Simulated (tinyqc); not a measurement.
Pariser-Parr-Pople SCF with singles CI, for the molecule C1=CC=C1 (SMILES; centres numbered as the heavy atoms are written), step by step. One step of it, computed by the program tinyqc.

Task: Iteration 1: orbitals and new P. Diagonalise F (the basis is taken as orthonormal) and form P = 2 sum c c over the lowest orbitals; 0.5 of the old P is kept.

F (eV), order 1C, 2C, 3C, 4C:
$$\begin{pmatrix}
-5.958651 & -3.706349 & 1.099623 & -3.706349 \\
-3.706349 & -5.231349 & -3.706349 & -1.099623 \\
1.099623 & -3.706349 & -5.958651 & -3.706349 \\
-3.706349 & -1.099623 & -3.706349 & -5.231349
\end{pmatrix}$$

pi electrons, sum of z_r less the charge = 4

P at the start, order 1C, 2C, 3C, 4C:
$$\begin{pmatrix}
1.500000 & 0.500000 & -0.500000 & 0.500000 \\
0.500000 & 0.500000 & 0.500000 & 0.500000 \\
-0.500000 & 0.500000 & 1.500000 & 0.500000 \\
0.500000 & 0.500000 & 0.500000 & 0.500000
\end{pmatrix}$$

Give: orbital energies; P after iteration 1.

Result:

orbital energies (eV): [-13.0441, -7.0583, -4.1317, 1.8541]

P after iteration 1, order 1C, 2C, 3C, 4C:
$$\begin{pmatrix}
1.4753 & 0.4988 & -0.5247 & 0.4988 \\
0.4988 & 0.5247 & 0.4988 & 0.5247 \\
-0.5247 & 0.4988 & 1.4753 & 0.4988 \\
0.4988 & 0.5247 & 0.4988 & 0.5247
\end{pmatrix}$$
